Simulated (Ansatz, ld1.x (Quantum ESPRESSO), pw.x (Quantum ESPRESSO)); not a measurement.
vanadium (bcc): variants of one RRKJ potential in the solid

V, norm-conserving RRKJ (Kleinman–Bylander form), made with ld1.x (Quantum ESPRESSO) 7.5 (PBE, scalar-relativistic). Core [Ar], reference 3d3 4s2 4p0. Waves: 4p (bound, empty): rc 2.65 bohr; 3d (bound): rc 1.25 bohr; 4s (bound): rc 2.65 bohr. Local part: the s channel. Core correction: none.

Crystal test: bcc V in pw.x 7.5, no spin, 15³ k-points, Fermi–Dirac smearing 0.01 Ry, cutoffs set for each file from its atomic test. The reference is all-electron LAPW (Ansatz 0.2.0) with the same functional, mesh and smearing; V0 and B0 come from Birch–Murnaghan fits to the pressures at five volumes. Errors are pseudo minus all-electron; Δ is the rms difference of the E(V) curves that follow from these fits, minima aligned, over ±6 % about the mean V0. Mesh and smearing are coarse, so the numbers serve the comparison and aren't converged zero-temperature values; the lattice is a test structure that the element need not adopt.

All-electron: a0 = 3.000 Å (V0 = 13.50 Å³/atom), B0 = 179.4 GPa.

Base: The largest radius (2.65 bohr) exceeds half the bond length (2.45 bohr), so the spheres overlap, which is one possible source of error among others. This is a poor potential for the solid.

2 further variants are left out: they gave no file fit for a test, a broken result, the same result as the base, or pressures whose basis-set error rivals the error shown.

A dash in a converged row means that the minimum lies outside the volumes sampled.

```tsv
change	cutoffs (Ry)	pw.x	mean pressure error (GPa)
base	135/540	converged	+19.85
reference 3d3 4s0 4p0	135/540	converged	-20.38
wave 4p (bound): rc 2.65 bohr becomes 4p (bound): rc 3.60 bohr	135/540	converged	+16.88
```

(1) Give the row for: wave 3d (bound): rc 1.25 bohr becomes 3d (bound): rc 1.34 bohr.

Answers

(1) pw.x: converged; mean pressure error (GPa): +19.51.
